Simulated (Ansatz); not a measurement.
Chalcopyrite ZnGeP₂, treated with LDA (PAW; Ansatz, an electronic-structure program).

Numerical settings: plane-wave cutoff 520 eV, 10×10×10 k mesh, Fermi–Dirac smearing 0.01 eV, scalar-relativistic PAW data made under PBE.

Cell (relaxed at this level):

```yaml
crystal:
  lattice:
    - [-2.68683, 2.68683, 5.31239]
    - [2.68683, -2.68683, 5.31239]
    - [2.68683, 2.68683, -5.31239]
  atoms:
    - { symbol: Zn, position: [0.00000, 0.00000, 0.00000] }
    - { symbol: Zn, position: [0.75000, 0.25000, 0.50000] }
    - { symbol: Ge, position: [0.50000, 0.50000, 0.00000] }
    - { symbol: Ge, position: [0.25000, 0.75000, 0.50000] }
    - { symbol: P, position: [0.87500, 0.87463, 0.49963] }
    - { symbol: P, position: [0.12537, 0.62500, 0.00037] }
    - { symbol: P, position: [0.37500, 0.37537, 0.50037] }
    - { symbol: P, position: [0.62463, 0.12500, 0.99963] }
```

Task: What does this level give for the bulk modulus B0, band gap, smallest direct gap on the k points sampled and pressure derivative B′ of the bulk modulus?

Result: 
- bulk modulus B0 = 88.9 GPa
- band gap = 1.00 eV (indirect)
- smallest direct gap on the k points sampled = 1.18 eV
- pressure derivative B′ of the bulk modulus = 4.5

Measured, for comparison: band gap 2.05 eV (temperature not stated, no zero-point or thermal correction, pseudodirect, our sources range from 1.80 to 2.20; as tabulated in Rashkeev et al. (1999), arXiv:cond-mat/9809378); bulk modulus 79 GPa (room temperature, no zero-point or thermal correction; as tabulated in Isothermal phase behavior of Ag3SbS3, ZnGeP2, and ZnS (abstract)). Computed (rounded) less measured: bulk modulus +13 %.

Note: the bulk modulus comes from volumes at which shape and atoms were relaxed.

Spin–orbit coupling is not included.

Computing time: about 16 core-minutes (a rough figure).
